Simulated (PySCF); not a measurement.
**How methods differ on the electron affinity of Cl**

Cl⁻ [Ar] (1S) → Cl [Ne] 3s2 3p5 (2P), as a difference of total energies. Calculation: PySCF 2.14, in aug-cc-pV(D+d)Z; no relativity, point nucleus. Correlated levels: valence: [Ne] frozen. The calculations carry no spin-orbit coupling.

```
           method  electron affinity (eV)
              UHF                   2.465
              LDA                   3.961
              PBE                   3.699
             PBE0                   3.628
           r2SCAN                   3.683
             PW91                   3.752
             MN15                   3.667
        BHandHLYP                   3.479
          r2SCAN0                   3.617
    MP2 (valence)                   3.558
SCS-MP2 (valence)                   3.461
```

Problem. How much does correlation contribute at MP2 (valence)?

Solution. 3.558 − (2.465) = 1.093 eV, measured against UHF.

A first-order spin-orbit estimate (lowest level to lowest level, LS coupling) adds -0.035 eV.

Errors of the correlated levels include the incompleteness of this basis and the frozen core.

In the anion the highest occupied orbital energy is positive at LDA, PBE, r2SCAN, PW91, a self-interaction effect; the basis confines that electron, and the energy difference can still be sensible.

For comparison: 3.613 eV (measured; photodetachment measurements, as compiled on the Wikipedia data page of electron affinities).
